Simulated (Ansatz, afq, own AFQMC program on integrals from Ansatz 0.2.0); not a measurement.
## AlClO, singlet: AFQMC among the cluster methods

```xyz
3

O     0.1100    1.7339    0.2517
Al    0.0097    0.1537    0.0223
Cl   -0.1197   -1.8876   -0.2740
```

Connectivity, by distances: O–Al–Cl.

Basis def2-TZVP. Only valence electrons are correlated. AFQMC by an in-house program on the Cholesky factors that Ansatz 0.2.0 writes for its CCSD(T) run. ph-AFQMC/CISD is guided by a CISD state made of CCSD amplitudes; releasing the constraint for a short imaginary time cuts its bias at the price of noise, slowly where states lie close. Free AFQMC starts from the CCSD state and is never constrained. Its projection time is finite, and what remains of the start isn't in its error. Uncertainties: one standard error, sampling alone.

Determinant: RHF, the one that the program's search chose, which needn't be the lowest solution. The geometry is a PBE0/def2-SVP stationary point of this or a neighbouring charge and spin state.

No full CI on the walks' own integrals is used here; CCSDT(Q) serves as the reference and is uncertain by about the last step of the cluster series.

Cautions: higher spins were not checked; raised T1 diagnostic (T1 0.024, weight of the determinant 0.83, largest double 0.04).

```
T1 diagnostic                               : 0.0240
weight of the determinant in the CISD state : 0.829
size of the correlated space                : 16 electrons in 94 orbitals
```

Reference: CCSDT(Q), correlation energy -14.627 eV. The released energy is read at 1.50 1/Eh (meV from the phaseless value at times in 1/Eh: -13 ± 11 at 0.24, -16 ± 7 at 0.51, -14 ± 10 at 0.99, 7 ± 13 at 1.50).

| level | E − E(reference) (meV) | share of correlation (%) |
| --- | --- | --- |
| HF | 14626.7 | 0.00 |
| MP2 | 952.0 | 93.49 |
| CCSD | 760.2 | 94.80 |
| CCSD(T) | 75.6 | 99.48 |
| CCSDT | 57.4 | 99.61 |
| ph-AFQMC/HF | -225.8 ± 31.9 | 101.54 |
| ph-AFQMC/CISD | 23.4 ± 9.7 | 99.84 |
| released AFQMC | 30.4 ± 12.7 | 99.79 |
| free AFQMC | 44.8 ± 23.5 | 99.69 |

Free projections are given only where their last times agree within the noise and don't stop above the reference; a slow remainder of the start can still hide under it. A walk keeps the symmetry of its determinant, which the program's search chose and which needn't be the lowest solution, so a lower state of the same spin and another symmetry isn't excluded. Released energies are given only where the last usable release times agree within the noise; a slower fall can still hide under it.
